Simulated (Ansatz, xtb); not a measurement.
# Two isomers of C3H7P

Structure a: `CP1CC1`, a singlet. Structure b: `CC(C)=P`, a singlet. Both are isolated molecules in the gas phase, relaxed with PBE0-D3(BJ)/def2-SVP.

a (Å):

| atom | x (Å) | y (Å) | z (Å) |
| --- | --- | --- | --- |
| C | -2.2776 | 0.1582 | 2.1881 |
| C | -2.7860 | 0.1378 | -0.6154 |
| C | -1.3592 | 0.5681 | -0.4777 |
| P | -1.8391 | -0.8090 | 0.6654 |
| H | -2.5685 | 1.1960 | 1.9650 |
| H | -3.1112 | -0.3374 | 2.7093 |
| H | -1.4157 | 0.1732 | 2.8730 |
| H | -3.0682 | -0.4215 | -1.5132 |
| H | -3.5677 | 0.8196 | -0.2653 |
| H | -1.1552 | 1.5471 | -0.0324 |
| H | -0.6643 | 0.3037 | -1.2813 |

b (Å):

```yaml
atoms:
  - { symbol: C, position_ang: [-2.0028, 0.6672, 1.7393] }
  - { symbol: C, position_ang: [-2.1266, -0.0506, 0.4330] }
  - { symbol: C, position_ang: [-2.4870, 0.8157, -0.7372] }
  - { symbol: P, position_ang: [-1.9010, -1.7008, 0.1753] }
  - { symbol: H, position_ang: [-2.9508, 1.1763, 1.9886] }
  - { symbol: H, position_ang: [-1.7378, -0.0015, 2.5684] }
  - { symbol: H, position_ang: [-1.2374, 1.4604, 1.6701] }
  - { symbol: H, position_ang: [-1.7330, 1.6100, -0.8772] }
  - { symbol: H, position_ang: [-2.5670, 0.2464, -1.6742] }
  - { symbol: H, position_ang: [-3.4493, 1.3265, -0.5584] }
  - { symbol: H, position_ang: [-1.5897, -2.0582, 1.5305] }
```

Estimate E(b) − E(a) at the level CCSD(T)/def2-SVP + ΔMP2/def2-TZVPP.

Not settled: CCSD(T)/def2-SVP + ΔMP2/def2-TZVPP gives E(b) − E(a) = +9.7 kJ/mol, but this leans on the basis-set step: CCSD(T) alone gives −11.7 kJ/mol.

How the difference moves with the method:

```json
{"level": "GFN2-xTB", "geometry": "GFN2-xTB", "E(b) − E(a) (kJ/mol)": "+2.1", "departure from the last row (kJ/mol)": "−7.6", "job, with rough time for the two": "optimisation, 0.18 s"}
{"level": "HF/STO-3G", "geometry": "GFN2-xTB", "E(b) − E(a) (kJ/mol)": "+83.4", "departure from the last row (kJ/mol)": "+73.7", "job, with rough time for the two": "single point, 0.51 s"}
{"level": "r2SCAN-D4/def2-SVP", "geometry": "GFN2-xTB", "E(b) − E(a) (kJ/mol)": "+2.5", "departure from the last row (kJ/mol)": "−7.3", "job, with rough time for the two": "single point, 3.6 s"}
{"level": "PBE0-D3(BJ)/def2-SVP", "geometry": "PBE0-D3(BJ)/def2-SVP", "E(b) − E(a) (kJ/mol)": "+15.4", "departure from the last row (kJ/mol)": "+5.6", "job, with rough time for the two": "optimisation, 50 s"}
{"level": "HF/def2-SVP", "geometry": "PBE0-D3(BJ)/def2-SVP", "E(b) − E(a) (kJ/mol)": "−1.9", "departure from the last row (kJ/mol)": "−11.6", "job, with rough time for the two": "part of the CCSD(T) run"}
{"level": "MP2/def2-SVP", "geometry": "PBE0-D3(BJ)/def2-SVP", "E(b) − E(a) (kJ/mol)": "−0.5", "departure from the last row (kJ/mol)": "−10.3", "job, with rough time for the two": "part of the CCSD(T) run"}
{"level": "CCSD(T)/def2-SVP", "geometry": "PBE0-D3(BJ)/def2-SVP", "E(b) − E(a) (kJ/mol)": "−11.7", "departure from the last row (kJ/mol)": "−21.4", "job, with rough time for the two": "single point"}
{"level": "CCSD(T)/def2-SVP + ΔMP2/def2-TZVPP", "geometry": "PBE0-D3(BJ)/def2-SVP", "E(b) − E(a) (kJ/mol)": "+9.7", "departure from the last row (kJ/mol)": "", "job, with rough time for the two": "single point, 17 s"}
```

As drawn, b has 1 C–C, 1 C=P, 1 P–H in place of 3 C–P, 1 C–H. Structure a has a 3-membered ring, b no ring.

CCSD(T)/def2-SVP puts the two in the other order. HF/def2-SVP, MP2/def2-SVP find them nearly level. The largest departure from CCSD(T)/def2-SVP + ΔMP2/def2-TZVPP is that of HF/STO-3G, 73.7 kJ/mol. The last row adds to CCSD(T) the change of the MP2 difference between the two basis sets, here +21.4 kJ/mol, a large step that makes the value less sure.

With harmonic frequencies from PBE0-D3(BJ)/def2-SVP (ideal gas, rigid rotor, one conformer each, 298.15 K, 1 atm): the zero-point term adds −4.2 kJ/mol; ΔH is +6.4 and ΔG +4.2 kJ/mol.

The correlated steps freeze 8 core orbitals. Run with Ansatz 0.2.0, xtb 6.7.1; the last row on 2 threads of Intel(R) Xeon(R) Processor @ 2.70GHz on a shared host.
